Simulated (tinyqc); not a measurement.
Stretching all distances: RHF, UHF, MP2, CISD and CCSD against full CI in the sto-3g basis, for H2O, spin multiplicity 1. Computed by the program tinyqc with PySCF. 

Geometry (angstrom):

| atom | x | y | z |
|---|---|---|---|
| O | 0.0000 | 0.0000 | 0.0000 |
| H | 0.0000 | 0.7230 | 0.5310 |
| H | 0.0000 | -0.7150 | 0.5250 |

All coordinates are multiplied by the scale. c0^2 is the weight of the RHF determinant in the lowest singlet FCI state (UHF is spin-contaminated and may lie near states of higher spin) and n(LUMO) the first natural occupation beyond the occupied space.

Full CI energy (hartree) and errors against it (kcal/mol):

| scale | distance 1-2 (angstrom) | E(FCI) | RHF | UHF | MP2 | CISD | CCSD | <S^2> UHF | c0^2 | n(LUMO) |
|---|---|---|---|---|---|---|---|---|---|---|
| 0.9600 | 0.8612 | -74.952872 | 23.6345 | 23.6345 | 6.2355 | 0.2271 | 0.0511 | 0.0000 | 0.9831 | 0.0172 |
| 1.1500 | 1.0316 | -75.018590 | 36.6875 | 36.6875 | 10.9063 | 0.6827 | 0.1035 | 0.0000 | 0.9649 | 0.0361 |
| 1.3400 | 1.2020 | -74.984145 | 55.6138 | 55.6138 | 18.0451 | 1.9722 | 0.2285 | 0.0000 | 0.9300 | 0.0743 |
| 1.5300 | 1.3725 | -74.921669 | 81.1917 | 69.5759 | 27.8274 | 5.0175 | 0.4623 | 0.7098 | 0.8714 | 0.1410 |
| 1.7300 | 1.5519 | -74.857231 | 115.3792 | 54.1493 | 40.5415 | 11.2828 | 0.5796 | 1.3569 | 0.7801 | 0.2491 |
| 1.9200 | 1.7223 | -74.808807 | 154.1080 | 34.2419 | 53.8446 | 20.6923 | -0.5359 | 1.6644 | 0.6680 | 0.3858 |
| 2.1100 | 1.8928 | -74.776162 | 196.8353 | 18.8329 | 66.6114 | 32.3375 | -4.8185 | 1.8257 | 0.5429 | 0.5382 |

UHF parts from RHF first at scale 1.53 of those listed, where <S^2> leaves zero. The weight c0^2 goes from 0.98 to 0.54 and n(LUMO) from 0.02 to 0.54: static correlation grows as the bonds break into open-shell fragments. The spread of the error along the curve, which distorts its shape, is CCSD 5.4, CISD 32.1, UHF 50.7, MP2 60.4, RHF 173.2 kcal/mol. Below FCI somewhere: CCSD, as non-variational methods may be.
